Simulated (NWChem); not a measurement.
System: water (H2O); SMILES O

Here is an NWChem input.

```
start job
memory heap 200 mb stack 900 mb global 1100 mb
geometry units angstroms noautoz
  O      0.000000     0.000000     0.133319
  H      0.754171     0.000000    -0.464991
  H     -0.754171     0.000000    -0.464991
end
basis spherical
  * library def2-tzvpd
end
dft
  xc hfexch
  iterations 150
  mulliken
end
task dft energy
```

Output (shortened):

```
             Northwest Computational Chemistry Package (NWChem) 7.3.0
             --------------------------------------------------------

 C2V symmetry detected

                             Geometry "geometry" -> ""
                             -------------------------

 Output coordinates in angstroms (scale by  1.889725989 to convert to a.u.)

  No.       Tag          Charge          X              Y              Z
 ---- ---------------- ---------- -------------- -------------- --------------
    1 O                    8.0000     0.00000000     0.00000000     0.11966200
    2 H                    1.0000     0.75417100     0.00000000    -0.47864800
    3 H                    1.0000    -0.75417100     0.00000000    -0.47864800

 Effective nuclear repulsion energy (a.u.)       9.1459207664

      Symmetry information
      --------------------

 Group name             C2v
 Group number             16
 Group order               4
 No. of unique centers     2

  xc_inp: hfexch multiplicative factor not found.

                                 NWChem DFT Module
                                 -----------------

 Summary of "ao basis" -> "ao basis" (spherical)
 ------------------------------------------------------------------------------
       Tag                 Description            Shells   Functions and Types
 ---------------- ------------------------------  ------  ---------------------
 O                         def2-tzvpd               14       40   6s4p3d1f
 H                         def2-tzvpd                5        9   3s2p

      Symmetry analysis of basis
      --------------------------

        a1         25
        a2          6
        b1         16
        b2         11

            General Information
            -------------------
          SCF calculation type: DFT
          Wavefunction type:  closed shell.
          No. of atoms     :     3
          No. of electrons :    10
           Alpha electrons :     5
            Beta electrons :     5
          Charge           :     0
          Spin multiplicity:     1
          Use of symmetry is: on ; symmetry adaption is: on
          Maximum number of iterations: 150
          AO basis - number of functions:    58
                     number of shells:    24
          Convergence on energy requested:  1.00D-06
          Convergence on density requested:  1.00D-05
          Convergence on gradient requested:  5.00D-04

              XC Information
              --------------
                     Hartree-Fock (Exact) Exchange  1.000

      Superposition of Atomic Density Guess
      -------------------------------------

 Sum of atomic energies:         -75.78404766

      Non-variational initial energy
      ------------------------------

 Total energy =     -75.939868
 1-e energy   =    -121.664811
 2-e energy   =      36.579023
 HOMO         =      -0.479204
 LUMO         =       0.032712

      Symmetry analysis of molecular orbitals - initial
      -------------------------------------------------

  Numbering of irreducible representations:

     1 a1          2 a2          3 b1          4 b2

  Orbital symmetries:

     1 a1          2 a1          3 b1          4 a1          5 b2
     6 a1          7 b1          8 a1          9 b2         10 b1
    11 a1         12 a2         13 a1         14 b2         15 a1

     ---------------------------------------------
      Total Density - Mulliken Population Analysis
     ---------------------------------------------

    Atom       Charge   Shell Charges
 -----------   ------   -------------------------------------------------------
    1 O    8     8.88   0.79  1.18  0.60  0.95  0.25 -0.01  2.01  2.17  0.91  0.02  0.00  0.01  0.00  0.00
    2 H    1     0.56   0.20  0.25  0.06  0.04  0.01
    3 H    1     0.56   0.20  0.25  0.06  0.04  0.01

   convergence    iter        energy       DeltaE   RMS-Dens  Diis-err
 ---------------- ----- ----------------- --------- --------- ---------
 d= 0,ls=0.0,diis     1    -76.0257561851 -8.52D+01  5.03D-03  3.53D-01
 d= 0,ls=0.0,diis     2    -76.0503926428 -2.46D-02  1.74D-03  1.31D-01
 d= 0,ls=0.0,diis     3    -76.0605788600 -1.02D-02  2.76D-04  1.29D-03
 d= 0,ls=0.0,diis     4    -76.0607521233 -1.73D-04  9.89D-05  7.29D-05
 d= 0,ls=0.0,diis     5    -76.0607682581 -1.61D-05  3.17D-05  3.06D-06
 d= 0,ls=0.0,diis     6    -76.0607692556 -9.97D-07  6.83D-06  1.18D-07

         Total DFT energy =      -76.060769255561
      One electron energy =     -122.958353419689
           Coulomb energy =       46.690064338611
    Exchange-Corr. energy =       -8.938400940905
 Nuclear repulsion energy =        9.145920766422

 Numeric. integr. density =        0.000000000000

                  Occupations of the irreducible representations
                  ----------------------------------------------

                     irrep           alpha         beta
                     --------     --------     --------
                     a1                3.0          3.0
                     a2                0.0          0.0
                     b1                1.0          1.0
                     b2                1.0          1.0

                       DFT Final Molecular Orbital Analysis
                       ------------------------------------

 Vector    3  Occ=2.000000D+00  E=-7.123260D-01  Symmetry=b1
              MO Center= -3.0D-15,  1.9D-14, -9.5D-02, r^2= 7.6D-01
   Bfn.  Coefficient  Atom+Function         Bfn.  Coefficient  Atom+Function
  ----- ------------  ---------------      ----- ------------  ---------------
     7      0.368967  1 O  px                10      0.325782  1 O  px
    42      0.177956  2 H  s                 51     -0.177956  3 H  s
    41      0.139031  2 H  s                 50     -0.139031  3 H  s
    13      0.135497  1 O  px                43      0.037102  2 H  s
    52     -0.037102  3 H  s                 27      0.034980  1 O  d  1

 Vector    4  Occ=2.000000D+00  E=-5.866100D-01  Symmetry=a1
              MO Center=  1.5D-15,  1.9D-15,  1.6D-01, r^2= 7.3D-01
   Bfn.  Coefficient  Atom+Function         Bfn.  Coefficient  Atom+Function
  ----- ------------  ---------------      ----- ------------  ---------------
     9      0.404407  1 O  pz                12      0.358167  1 O  pz
    15      0.211470  1 O  pz                 4      0.188443  1 O  s
     5      0.183804  1 O  s                  3      0.123594  1 O  s
    42     -0.122686  2 H  s                 51     -0.122686  3 H  s
    41     -0.086091  2 H  s                 50     -0.086091  3 H  s

 Vector    5  Occ=2.000000D+00  E=-5.103643D-01  Symmetry=b2
              MO Center= -2.9D-16, -5.3D-16,  7.9D-02, r^2= 6.7D-01
   Bfn.  Coefficient  Atom+Function         Bfn.  Coefficient  Atom+Function
  ----- ------------  ---------------      ----- ------------  ---------------
     8      0.461618  1 O  py                11      0.420850  1 O  py
    14      0.291291  1 O  py                17      0.025654  1 O  py

 Vector    6  Occ=0.000000D+00  E= 7.191268D-02  Symmetry=a1
              MO Center=  4.3D-14, -5.2D-15, -1.3D+00, r^2= 5.8D+00
   Bfn.  Coefficient  Atom+Function         Bfn.  Coefficient  Atom+Function
  ----- ------------  ---------------      ----- ------------  ---------------
     6      3.763744  1 O  s                 43     -1.904059  2 H  s
    52     -1.904059  3 H  s                  5      0.896611  1 O  s
    18     -0.752255  1 O  pz                47      0.471249  2 H  px
    56     -0.471249  3 H  px                49     -0.449982  2 H  pz
    58     -0.449982  3 H  pz                 4     -0.332150  1 O  s

 Vector    7  Occ=0.000000D+00  E= 1.030262D-01  Symmetry=b1
              MO Center= -3.9D-14,  1.2D-15, -1.1D-01, r^2= 1.0D+01
   Bfn.  Coefficient  Atom+Function         Bfn.  Coefficient  Atom+Function
  ----- ------------  ---------------      ----- ------------  ---------------
    43      2.426100  2 H  s                 52     -2.426100  3 H  s
    16     -1.692616  1 O  px                13     -0.623514  1 O  px
    49      0.515546  2 H  pz                58     -0.515546  3 H  pz
    47     -0.479552  2 H  px                56     -0.479552  3 H  px
    32     -0.245035  1 O  d  1              10      0.138130  1 O  px

 Vector    8  Occ=0.000000D+00  E= 1.301218D-01  Symmetry=b2
              MO Center=  8.1D-17,  4.0D-15,  4.3D-01, r^2= 9.4D+00
   Bfn.  Coefficient  Atom+Function         Bfn.  Coefficient  Atom+Function
  ----- ------------  ---------------      ----- ------------  ---------------
    17      1.701086  1 O  py                48     -0.467031  2 H  py
    57     -0.467031  3 H  py                30     -0.201413  1 O  d -1
     8     -0.094757  1 O  py                14     -0.083159  1 O  py
    11     -0.069051  1 O  py

     ---------------------------------------------
      Total Density - Mulliken Population Analysis
     ---------------------------------------------

    Atom       Charge   Shell Charges
 -----------   ------   -------------------------------------------------------
    1 O    8     8.68   0.79  1.18  0.57  0.95  0.30 -0.00  1.85  2.04  0.94  0.03  0.00  0.02  0.01  0.00
    2 H    1     0.66   0.25  0.32  0.04  0.05  0.00
    3 H    1     0.66   0.25  0.32  0.04  0.05  0.00

     -------------------------------------------
      Total Density - Lowdin Population Analysis
     -------------------------------------------

    Atom       Charge   Shell Charges
 -----------   ------   -------------------------------------------------------
    1 O    8     8.09   0.87  1.09  0.53  0.58  0.27  0.06  1.71  1.97  0.89  0.07  0.00  0.03  0.02  0.00
    2 H    1     0.95   0.25  0.29  0.08  0.16  0.18
    3 H    1     0.95   0.25  0.29  0.08  0.16  0.18

     Multipole analysis of the density
     ---------------------------------

[...]
```

Level: Hartree-Fock/def2-TZVPD. The geometry was optimised at PBE0/def2-SVP.
